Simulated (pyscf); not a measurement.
HO–SiH(F)–F + hydrogen fluoride (HF) → F–SiH(F)–F + water (H₂O) (four-centre exchange; singlet surface; O–Si, F–H broken, F–Si, H–O formed). PySCF, gas phase, ωB97X-D3(BJ)/def2-SVP geometries. MP2 and CC: frozen core, UHF for open shells. ΔMP2 is the change of the MP2 total energy from the triple- to the quadruple-zeta basis. Energies in kcal/mol from the separated reactants.

```csv
level,barrier,reaction energy
ωB97X-D3(BJ)/def2-TZVP,14.2,-8.0
r²SCAN/def2-TZVP,10.8,-8.9
B3LYP-D3(BJ)/def2-TZVP,14.5,-8.5
PBE0-D3(BJ)/def2-TZVP,12.4,-7.8
HF/def2-TZVP,29.6,-8.8
CCSD(T)/def2-TZVPP,17.1,-8.3
CCSD(T)/def2-TZVPP + ΔMP2(QZVPP),17.3,-8.5
```

Of the functionals in the table, B3LYP-D3(BJ) is closest to CCSD(T)/def2-TZVPP + ΔMP2(QZVPP) in the barrier (2.8 kcal/mol apart) and r²SCAN least close (6.5 kcal/mol); that level has limits of its own. On the reactant side the descent ends in a complex, 5.2 kcal/mol under the separated species and 19.4 kcal/mol under the saddle at ωB97X-D3(BJ)/def2-TZVP. This is the saddle that the search found; another between the same sides may lie lower. The CCSD(T) − MP2 part came from Ansatz, without density fitting, on the same reference.
